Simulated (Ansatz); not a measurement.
Basis sets over 5 cases of the uncorrected interaction energy at B3LYP with Ansatz (Al to Cl present), each against its own reference: the counterpoise-corrected one, the value in aug-pcseg-3. By their distance from other large sets or by the extrapolation step the references are unsure by up to roughly 0.01 kcal/mol. Rigid monomers at fixed geometries; electronic energies; no added dispersion term; no relativity. Cartesian d functions in some cases of 6-31G**, 6-311G**, 6-311+G**. (X+d) sets on Al to Cl for cc-pVXZ and aug-cc-pVXZ. 

Cases are drawn at random; left out are references unsure by over 0.033 kcal/mol, doubtful singlets, and cases whose largest runs show a restricted determinant unstable towards unrestricted orbitals, <S^2> over 0.1 too high or, where CCSD(T) ran, T1 over 0.025 (0.045 for open shells). Sets are drawn from those converged to one state in every case.

Cases (SMILES) and reference values:
- F (HF) with FCl (F-Cl): -1.86 kcal/mol
- Cl (HCl) with C#N (CH-N): -3.96 kcal/mol
- [SiH4] (SiH4) with CC#N: 0.40 kcal/mol
- O (H2O) with FCl (F-Cl): -5.39 kcal/mol
- F (HF) with C[SiH3] (CH3-SiH3): -1.38 kcal/mol

| basis | functions over def2-SVP (largest species, mean of cases) | mean signed deviation (kcal/mol) | mean absolute | largest | within 0.1 kcal/mol |
|---|---|---|---|---|---|
| STO-3G | 0.4 | -0.03 | 1.82 | 3.47 | 0 of 5 |
| 3-21G | 0.6 | -3.96 | 3.96 | 6.55 | 0 of 5 |
| def2-SVP | 1.0 | -1.75 | 1.75 | 3.18 | 0 of 5 |
| pcseg-1 | 1.0 | -1.33 | 1.33 | 2.50 | 0 of 5 |
| 6-31G** | 1.0 | -1.51 | 1.51 | 2.67 | 0 of 5 |
| 6-311G** | 1.3 | -1.65 | 1.65 | 3.56 | 0 of 5 |
| 6-311+G** | 1.5 | -0.53 | 0.56 | 1.13 | 1 of 5 |
| aug-pcseg-1 | 1.6 | -0.54 | 0.54 | 0.65 | 0 of 5 |
| 6-311++G(2d,2p) | 2.0 | -0.32 | 0.32 | 0.64 | 1 of 5 |
| jun-cc-pV(T+d)Z | 2.8 | -0.08 | 0.08 | 0.13 | 3 of 5 |
| def2-TZVPPD | 2.9 | -0.05 | 0.05 | 0.15 | 4 of 5 |
| aug-cc-pVTZ | 3.6 | -0.08 | 0.08 | 0.14 | 4 of 5 |
| def2-QZVPP | 4.5 | -0.14 | 0.14 | 0.27 | 2 of 5 |
| def2-QZVPPD | 5.0 | -0.01 | 0.01 | 0.01 | 5 of 5 |

Of the sets for which every case ran a larger relative (same family, alike in diffuse functions), none listed holds all cases within 0.1 kcal/mol together with them. Inside, though some case ran no larger relative to test it: def2-QZVPPD. A case lies within its reference's uncertainty of the window's edge in jun-cc-pV(T+d)Z, aug-cc-pVTZ. These figures hold for the cases listed.

Ansatz is a quantum-chemistry and plane-wave program.
